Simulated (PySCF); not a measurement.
Frontier levels across methods

Compound: 5-methyl-1,3-cyclopentadiene, C6H8.
Cartesian coordinates in Å at the PBE0-D3(BJ)/def2-SVP level; atoms count from 1:
```
atom  x, y, z in Å
C1     1.7492   -0.2604    0.1217
C2     0.2835   -0.0920    0.5219
C3    -0.4108    1.0748   -0.1183
C4    -1.5292    0.6481   -0.7408
C5    -1.6482   -0.8017   -0.5703
C6    -0.6021   -1.2474    0.1559
H7     2.3408    0.6227    0.4070
H8     2.1948   -1.1382    0.6140
H9     1.8378   -0.3955   -0.9668
H10    0.2365    0.0425    1.6230
H11   -0.0416    2.1005   -0.0663
H12   -2.2424    1.2698   -1.2854
H13   -2.4610   -1.4097   -0.9723
H14   -0.4016   -2.2794    0.4488
```

Basis pcSseg-1 throughout (PySCF), one geometry. Isolated species at its PBE0-D3(BJ)/def2-SVP geometry, gas phase.

Question: How do the orbital energies, the gap and the dipole change with the method?

Answer: 
| method | kind | HOMO (eV) | LUMO (eV) | gap (eV) | μ (D) | SCF cycles |
| --- | --- | --- | --- | --- | --- | --- |
| BLYP | GGA | -5.12 | -1.37 | 3.75 | 0.53 | 15 |
| B97-D | GGA | -5.21 | -1.42 | 3.79 | 0.54 | 14 |
| OPBE | GGA | -5.27 | -1.42 | 3.85 | 0.59 | 14 |
| KT3 | GGA | -5.27 | -1.48 | 3.79 | 0.52 | 14 |
| KT2 | GGA | -5.29 | -1.52 | 3.77 | 0.53 | 15 |
| PBE | GGA | -5.30 | -1.52 | 3.79 | 0.57 | 14 |
| BP86 | GGA | -5.40 | -1.61 | 3.79 | 0.57 | 14 |
| LDA | LDA | -5.50 | -1.72 | 3.78 | 0.60 | 14 |
| B97-2 | global hybrid | -6.07 | -0.63 | 5.44 | 0.53 | 12 |
| B3LYP | global hybrid | -6.10 | -0.78 | 5.31 | 0.51 | 13 |
| PBE0 | global hybrid | -6.32 | -0.58 | 5.74 | 0.54 | 12 |
| mPW1PW91 | global hybrid | -6.34 | -0.60 | 5.74 | 0.54 | 12 |
| BHandHLYP | global hybrid | -7.14 | 0.49 | 7.64 | 0.47 | 12 |
| CAM-B3LYP | range-separated hybrid | -7.59 | 0.56 | 8.15 | 0.50 | 12 |
| wB97X-D | range-separated hybrid | -8.15 | 1.20 | 9.35 | 0.53 | 13 |
| HF | Hartree–Fock | -8.34 | 3.12 | 11.46 | 0.42 | 10 |
| LC-wPBE | range-separated hybrid | -8.98 | 1.66 | 10.64 | 0.54 | 12 |

The HOMO spans 3.86 eV, from BLYP down to LC-wPBE, and the gap runs from 3.75 eV (BLYP) to 11.46 eV (HF). Over the methods BLYP (0 %), B97-D (0 %), OPBE (0 %), KT3 (0 %), KT2 (0 %), PBE (0 %), BP86 (0 %), LDA (0 %), B97-2 (21 %), B3LYP (20 %), PBE0 (25 %), mPW1PW91 (25 %), BHandHLYP (50 %), HF (100 %), a straight line through the gap against the share of exact exchange rises by 0.77 eV for each 10 % (correlation coefficient 1.000). The dipole ranges from 0.42 D (HF) to 0.60 D (LDA). This basis has no diffuse functions.
